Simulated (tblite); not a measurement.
Compound: C₄H₅FO.
Z-matrix (Å and degrees, GFN2-xTB geometry), rows numbered from 1:
```
C 
C   1  1.3319
C   2  1.4958  1  124.47
C   2  1.4694  1  121.35  3  -179.98
O   4  1.1841  2  128.80  1  -179.83
F   4  1.3693  2  112.59  1     0.21
H   1  1.0769  2  121.15  3    -0.06
H   1  1.0766  2  121.98  3  -180.00
H   3  1.0889  2  109.93  1  -121.02
H   3  1.0888  2  109.90  1   121.12
H   3  1.0858  2  110.84  1     0.09
```

Level: GFN2-xTB in tblite, geometry and Hessian alike; calculated harmonic values, unscaled, isolated species. The method is semi-empirical: single wavenumbers can be off by several per cent or more. One conformer, not necessarily the lowest.

Harmonic wavenumbers (cm⁻¹): 54.7, 104.5, 236.1, 331.5, 361.3, 492.1, 562.5, 596.1, 763.7, 777.7, 924.4, 953.2, 987.6, 1031.1, 1042.0, 1272.5, 1390.5, 1408.2, 1456.6, 1468.7, 1680.2, 1829.9, 3018.7, 3034.0, 3061.6, 3109.6, 3141.5.

A = 5354, B = 3503, C = 2145 MHz; mass 88.032 u (most abundant isotopes); point group Cs, symmetry number 1.

**Question.** Zero-point energy?

**Answer.** ½Σν̃ = 17545 cm⁻¹ = 209.89 kJ/mol.

**Question.** What is S at 500 K and 1 bar for an ideal gas of classical rigid rotors and harmonic oscillators?

**Answer.** Translation 175.45, rotation 117.25, vibration 107.96: S = 400.7 J/(mol K).

**Question.** And Cp and H(500 K) − H(0)?

**Answer.** Cp = 142.50 J/(mol K), of which vibrations give 109.24 (their classical limit is 27 R = 224.5); H(500 K) − H(0) = 44.66 kJ/mol without the zero-point energy, 28.03 from vibrations.

**Question.** Blend soft modes into free rotors: weight 1/[1 + (100 cm⁻¹/ν̃)⁴] for the oscillator and the rest for a rotor with moment μB/(μ + B), μ = h/(8π²ν), B = 10⁻⁴⁴ kg m². What vibrational entropy results?

**Answer.** 99.40 J/(mol K) in place of 107.96, which changes −T·S at 500 K by +4.28 kJ/mol.

**Question.** What must be added to the electronic energy to get the Gibbs energy at 500 K and 1 bar?

**Answer.** ZPE + [H(500 K) − H(0)] − T·S = 209.89 + 44.66 − 200.33 = 54.22 kJ/mol.

Hindered rotation and anharmonicity are outside this model. Other conformers, if any are populated, would add a mixing term that is left out.
